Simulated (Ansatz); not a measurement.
# FH4NSi (SMILES N[SiH2]F): single points off equilibrium

Aim: energy, forces and dipole at a structure displaced at random from a GFN2-xTB minimum, from CCSD(T) and from density functionals.

Computed with Ansatz 0.2.0, Gaussian basis. Level: single points in def2-TZVPP.

Correlated methods freeze the cores.

## (1) The system as given

7 atoms, charge 0, spin multiplicity 1.

Atoms are counted from 1 here; the program's logs count them from 0.

Bond lengths: N1–Si2 1.749 Å, N1–H4 0.990 Å, N1–H5 0.687 Å, Si2–F3 1.533 Å, Si2–H6 1.315 Å, Si2–H7 1.515 Å. Angles: Si2–N1–H4 109.0°, Si2–N1–H5 107.0°, H4–N1–H5 117.7°, N1–Si2–F3 114.5°, N1–Si2–H6 117.7°, N1–Si2–H7 95.9°, F3–Si2–H6 99.3°, F3–Si2–H7 96.2°, H6–Si2–H7 131.9°.

Coordinates:

```xyz
7
charge 0, multiplicity 1
N    -0.8768    0.5247   -0.5592
Si    0.4332    0.0076    0.4780
F     0.4393   -1.4924    0.7959
H    -0.8441    0.0061   -1.4020
H    -1.4527    0.4931   -0.1866
H     0.4672    0.4841    1.7034
H     1.4813   -0.0521   -0.6142
```

## (2) CCSD(T)/def2-TZVPP

run/in.yaml reads:

```yaml
crystal:
  periodic: [false, false, false]
  atoms:
    - {symbol: N, position_ang: [-0.876800, 0.524700, -0.559200]}
    - {symbol: Si, position_ang: [0.433200, 0.007600, 0.478000]}
    - {symbol: F, position_ang: [0.439300, -1.492400, 0.795900]}
    - {symbol: H, position_ang: [-0.844100, 0.006100, -1.402000]}
    - {symbol: H, position_ang: [-1.452700, 0.493100, -0.186600]}
    - {symbol: H, position_ang: [0.467200, 0.484100, 1.703400]}
    - {symbol: H, position_ang: [1.481300, -0.052100, -0.614200]}
basis:
  gaussian: {orbitals: def2-TZVPP}
correlation: {method: ccsd_t}
output: {forces: true}
```

Started as:

```
> ansatz run in.yaml --threads 4 --pin off --events-out ev --progress --plain --max-ram 5222MiB
```

## (3) PBE0-D4/def2-TZVPP

run/in.yaml, as its differences from that of step 2:

```diff
@@ -12,3 +12,3 @@
   gaussian: {orbitals: def2-TZVPP}
-correlation: {method: ccsd_t}
-output: {forces: true}
+hamiltonian: {xc: pbe0, dispersion: d4}
+output: {forces: true, orbitals: {seedname: orbitals}}
```

## (4) wB97M-V/def2-TZVPP

run/in.yaml, as its differences from that of step 3:

```diff
@@ -12,3 +12,3 @@
   gaussian: {orbitals: def2-TZVPP}
-hamiltonian: {xc: pbe0, dispersion: d4}
-output: {forces: true, orbitals: {seedname: orbitals}}
+hamiltonian: {xc: {name: wB97M-V}}
+output: {forces: true}
```

## (5) r2SCAN-D4/def2-TZVPP

run/in.yaml, as its differences from that of step 4:

```diff
@@ -12,3 +12,3 @@
   gaussian: {orbitals: def2-TZVPP}
-hamiltonian: {xc: {name: wB97M-V}}
+hamiltonian: {xc: r2scan, dispersion: d4}
 output: {forces: true}
```

## (6) PBE-D4/def2-TZVPP

run/in.yaml, as its differences from that of step 5:

```diff
@@ -12,3 +12,3 @@
   gaussian: {orbitals: def2-TZVPP}
-hamiltonian: {xc: r2scan, dispersion: d4}
+hamiltonian: {xc: pbe, dispersion: d4}
 output: {forces: true}
```

## (7) CAM-B3LYP-D4/def2-TZVPP

run/in.yaml, as its differences from that of step 6:

```diff
@@ -12,3 +12,3 @@
   gaussian: {orbitals: def2-TZVPP}
-hamiltonian: {xc: pbe, dispersion: d4}
+hamiltonian: {xc: {name: CAM-B3LYP}, dispersion: d4}
 output: {forces: true}
```

## (8) B97M-V/def2-TZVPP

run/in.yaml, as its differences from that of step 7:

```diff
@@ -12,3 +12,3 @@
   gaussian: {orbitals: def2-TZVPP}
-hamiltonian: {xc: {name: CAM-B3LYP}, dispersion: d4}
+hamiltonian: {xc: {name: B97M-V}}
 output: {forces: true}
```

(Steps that only read results are left out.)

Q: Predict the outcome of this session. Wanted: energy less free atoms, CCSD(T)/def2-TZVPP; RMS force component; RMS force error; HOMO and LUMO, PBE0-D4; T1 diagnostic.

The runs gave:

| quantity | value |
| --- | --- |
| energy less free atoms, CCSD(T)/def2-TZVPP | -423.0 kcal/mol |
| RMS force component | 14.226 to 14.355 eV/Å over the methods |
| RMS force error | PBE0-D4 0.064, wB97M-V 0.111, r2SCAN-D4 0.092, PBE-D4 0.220, CAM-B3LYP-D4 0.147, B97M-V 0.183 eV/Å |
| HOMO and LUMO, PBE0-D4 | -8.36 and 0.17 eV |
| T1 diagnostic | 0.011 |

Against CCSD(T) the functionals' energies less atoms differ by -21.9 to -7.4 kcal/mol, PBE-D4 by -14.6 kcal/mol. The reference is not at the basis limit: in triple zeta CCSD(T) underbinds, which counts against methods that bind more; the gaps are no ranking. On forces the order runs from PBE0-D4 to PBE-D4. Frozen-core CCSD(T) forces in triple zeta carry basis errors of their own, and this is one geometry, so small gaps rank nothing.
